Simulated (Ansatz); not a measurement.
**C₅H₁₂S: basis-set convergence**

How large a basis does C₅H₁₂S need? Two functionals are run in growing sets.

The runs use Ansatz 0.2.0, Gaussian basis; one geometry, several basis sets.

The runs, in order: PBE0-D4/def2-SVP; ωB97M-V/def2-SVP; PBE0-D4/def2-QZVPP; ωB97M-V/def2-QZVPP; the functionals' def2-TZVPP values are taken from earlier runs.

## (1) The relaxed structure

The geometry comes from an earlier relaxation with PBE0-D4 in a triple-zeta def2 set; it is a stationary point, not always the lowest conformer.

SMILES `CCC(C)(C)S`, 18 atoms, charge 0, spin multiplicity 1.

Atoms are counted from 1 here; the program's logs count them from 0.

Bond lengths: C1–C2 1.517 Å, C1–H7 1.092 Å, C1–H8 1.092 Å, C1–H9 1.092 Å, C2–C3 1.532 Å, C2–H10 1.098 Å, C2–H11 1.094 Å, C3–C4 1.524 Å, C3–C5 1.521 Å, C3–S6 1.837 Å, C4–H12 1.092 Å, C4–H13 1.094 Å, C4–H14 1.093 Å, C5–H15 1.091 Å, C5–H16 1.091 Å, C5–H17 1.095 Å, S6–H18 1.342 Å. Angles: C2–C1–H7 111.2°, C2–C1–H8 110.3°, C2–C1–H9 112.2°, H7–C1–H8 107.3°, H7–C1–H9 108.3°, H8–C1–H9 107.3°, C1–C2–C3 116.5°, C1–C2–H10 109.2°, C1–C2–H11 109.3°, C3–C2–H10 106.9°, C3–C2–H11 108.0°, H10–C2–H11 106.5°, C2–C3–C4 108.9°, C2–C3–C5 111.9°, C2–C3–S6 111.3°, C4–C3–C5 109.8°, C4–C3–S6 104.6°, C5–C3–S6 110.0° and more.

Coordinates:

```xyz
18

C    -0.4311    0.7324   -1.8731
C     0.4917   -0.0685   -0.9743
C    -0.0116   -0.3502    0.4451
C     1.0211   -1.2015    1.1749
C    -0.2661    0.9321    1.2230
S    -1.5298   -1.3833    0.4216
H    -1.3741    0.2074   -2.0409
H     0.0325    0.8889   -2.8494
H    -0.6563    1.7180   -1.4591
H     1.4483    0.4610   -0.8742
H     0.7164   -1.0282   -1.4493
H     0.7008   -1.4232    2.1948
H     1.9715   -0.6625    1.2225
H     1.1947   -2.1464    0.6544
H    -1.0468    1.5403    0.7630
H    -0.5754    0.7066    2.2447
H     0.6494    1.5322    1.2623
H    -2.3726   -0.4436   -0.0342
```

## (2) PBE0-D4 in def2-SVP

The input, in.yaml:

```yaml
crystal:
  periodic: [false, false, false]
  atoms:
    - {symbol: C, position_ang: [-0.431094, 0.732408, -1.873075]}
    - {symbol: C, position_ang: [0.491674, -0.068479, -0.974315]}
    - {symbol: C, position_ang: [-0.011598, -0.350237, 0.445071]}
    - {symbol: C, position_ang: [1.021144, -1.201451, 1.174881]}
    - {symbol: C, position_ang: [-0.266099, 0.932084, 1.222975]}
    - {symbol: S, position_ang: [-1.529830, -1.383345, 0.421637]}
    - {symbol: H, position_ang: [-1.374101, 0.207372, -2.040854]}
    - {symbol: H, position_ang: [0.032506, 0.888858, -2.849360]}
    - {symbol: H, position_ang: [-0.656342, 1.717983, -1.459129]}
    - {symbol: H, position_ang: [1.448254, 0.460997, -0.874249]}
    - {symbol: H, position_ang: [0.716418, -1.028221, -1.449263]}
    - {symbol: H, position_ang: [0.700753, -1.423170, 2.194814]}
    - {symbol: H, position_ang: [1.971523, -0.662540, 1.222517]}
    - {symbol: H, position_ang: [1.194671, -2.146410, 0.654416]}
    - {symbol: H, position_ang: [-1.046809, 1.540295, 0.762991]}
    - {symbol: H, position_ang: [-0.575428, 0.706645, 2.244668]}
    - {symbol: H, position_ang: [0.649395, 1.532212, 1.262346]}
    - {symbol: H, position_ang: [-2.372638, -0.443599, -0.034168]}
basis:
  gaussian: {orbitals: def2-SVP}
hamiltonian: {xc: pbe0, dispersion: d4}
output: {orbitals: {seedname: orbitals}}
```

On the command line:

```
ansatz run in.yaml --threads 2 --pin off --events-out ev --progress --plain --max-ram 31744MiB --backend cpu
```

The runs that follow: ωB97M-V in def2-SVP; PBE0-D4 in def2-QZVPP; ωB97M-V in def2-QZVPP.

**Question.** What will the summary of the whole plan be? Wanted: PBE0-D4: double and triple zeta above quadruple; ωB97M-V: double and triple zeta above quadruple.

**Answer**, as computed:

| quantity | value |
| --- | --- |
| PBE0-D4: double and triple zeta above quadruple | 10.17, 0.64 eV |
| ωB97M-V: double and triple zeta above quadruple | 10.55, 0.62 eV |

What this shows: For PBE0-D4 the step from double to triple zeta gains 9.53 eV and the next only 0.64 eV. Total energies overstate the basis error of differences, where much of it tends to cancel. The LUMO of ωB97M-V is positive and keeps falling with the basis (2.93 to 1.59 eV): an unbound level that the basis holds in place.
